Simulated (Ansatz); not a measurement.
Energy needed to pull apart SiHSF (SMILES F[Si]S), singlet, into free ground-state atoms, from the structure below (displaced at random from its PBE0-D4/def2-TZVP minimum); no zero-point or spin–orbit terms; open-shell atoms are treated unrestricted, in their ground-state multiplicity.

| atom | x (Å) | y (Å) | z (Å) |
| --- | --- | --- | --- |
| F1 | -1.0527 | 0.0017 | 1.0907 |
| Si2 | 0.0064 | 0.9594 | 0.7108 |
| S3 | 1.0495 | -0.0156 | -0.8434 |
| H4 | 0.2821 | -1.0706 | -0.9924 |

Computed with Ansatz 0.2.0 (basis: def2-TZVPP); correlated methods freeze the cores.

```csv
method,atomization energy (eV)
PBE-D4,?
r2SCAN-D4,13.35
PBE0-D4,13.20
wB97M-V,13.55
HF,9.20
MP2,13.26
CCSD,?
CCSD(T),12.86
```

Q: What does PBE-D4 give? (An estimate is asked for; the value comes from the calculation.)

A: The calculation gives: 13.56 eV, which is about 0.69 eV more than CCSD(T)/def2-TZVPP.

Q: What does CCSD give? (To be estimated.)

A: By the calculation: 12.58 eV, which is about 0.28 eV less than CCSD(T)/def2-TZVPP.

In triple zeta the MP2 and coupled-cluster atomization energies are still short of their basis limit by a few kcal/mol a bond, whereas those of the functionals are nearly converged, so these differences are not deviations from converged CCSD(T).

The T1 diagnostic stays at or below 0.014. The restricted Hartree–Fock reference is unstable towards an unrestricted one here.

For scale, one of the runs: CCSD(T)/def2-TZVPP forces, 129 basis functions (an equivalent command: `ansatz run in.yaml --threads 2`). Hardware: 2 CPU threads, shared host. Wall time 22 s; peak host memory 1 GiB.
